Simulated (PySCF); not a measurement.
C₄H₃Cl.
Bonds: C1–C2 (double), C2–C3, C3–C4 (double), C4–Cl5, C2–C4. Hydrogens: H6, H7 on C1; H8 on C3.

The same species was optimised twice, with GFN2-xTB and with PBE0-D3(BJ)/def2-SVP (PySCF), and the same property calculations (PySCF, gas phase) were run on both structures.

```csv
coordinate,GFN2-xTB,PBE0-D3(BJ)/def2-SVP,change
C3–H8 (Å),1.063,1.087,+0.024
C1=C2 (Å),1.309,1.330,+0.021
C2–C4 (Å),1.447,1.432,-0.015
C1–H6 (Å),1.075,1.091,+0.016
C1–H7 (Å),1.076,1.091,+0.015
C2–C3 (Å),1.464,1.456,-0.008
C3=C4 (Å),1.326,1.320,-0.006
C4–Cl5 (Å),1.675,1.680,+0.005
H6–C1–H7 (°),117.3,118.6,+1.3
C2–C1–H6 (°),121.4,120.5,-0.9
C4–C3–H8 (°),149.0,149.7,+0.7
C2–C1–H7 (°),121.3,120.9,-0.4
C2–C3–C4 (°),62.3,61.9,-0.4
C1–C2–C3 (°),152.8,152.5,-0.3
C2–C3–H8 (°),148.7,148.4,-0.3
C2–C4–C3 (°),63.5,63.7,+0.2
```

Rotational constants: A = 11834, B = 2432, C = 2017 MHz (GFN2-xTB) against A = 11750, B = 2430, C = 2014 MHz (PBE0-D3(BJ)/def2-SVP). Point groups within 0.08 Å: Cs and Cs.

On the GFN2-xTB structure: lowest singlet, TDDFT (eV) 4.72 [CAM-B3LYP/def2-SVPD]; lowest triplet, Tamm–Dancoff (eV) 3.46 [CAM-B3LYP/def2-SVPD]; isotropic polarisability (au) 61.3 [CAM-B3LYP/def2-SVPD]; HOMO (eV) -7.59 [CAM-B3LYP/def2-SVPD]; LUMO (eV) 0.37 [CAM-B3LYP/def2-SVPD]; dipole (D) 1.51 [CAM-B3LYP/def2-SVPD].

Task: What do these properties become on the PBE0-D3(BJ)/def2-SVP structure?

Result: 
```json
{"property": "lowest singlet, TDDFT (eV)", "level": "CAM-B3LYP/def2-SVPD", "on GFN2-xTB": "4.72", "on PBE0-D3(BJ)/def2-SVP": "4.62", "change": "-0.10"}
{"property": "lowest triplet, Tamm–Dancoff (eV)", "level": "CAM-B3LYP/def2-SVPD", "on GFN2-xTB": "3.46", "on PBE0-D3(BJ)/def2-SVP": "3.43", "change": "-0.03"}
{"property": "isotropic polarisability (au)", "level": "CAM-B3LYP/def2-SVPD", "on GFN2-xTB": "61.3", "on PBE0-D3(BJ)/def2-SVP": "62.0", "change": "+0.7"}
{"property": "HOMO (eV)", "level": "CAM-B3LYP/def2-SVPD", "on GFN2-xTB": "-7.59", "on PBE0-D3(BJ)/def2-SVP": "-7.50", "change": "+0.09"}
{"property": "LUMO (eV)", "level": "CAM-B3LYP/def2-SVPD", "on GFN2-xTB": "0.37", "on PBE0-D3(BJ)/def2-SVP": "0.36", "change": "-0.01"}
{"property": "dipole (D)", "level": "CAM-B3LYP/def2-SVPD", "on GFN2-xTB": "1.51", "on PBE0-D3(BJ)/def2-SVP": "1.63", "change": "+0.12"}
{"property": "energy, GFN2-xTB geometry as zero (kcal/mol)", "level": "CAM-B3LYP/def2-SVPD", "on GFN2-xTB": "0.0", "on PBE0-D3(BJ)/def2-SVP": "-0.9", "change": "-0.9"}
```

The heavy atoms differ by 0.007 Å rms after alignment. Among all bonds C3–H8 changes most (+0.024 Å). Changes are differences of the printed values. Neither structure is proved a minimum here.
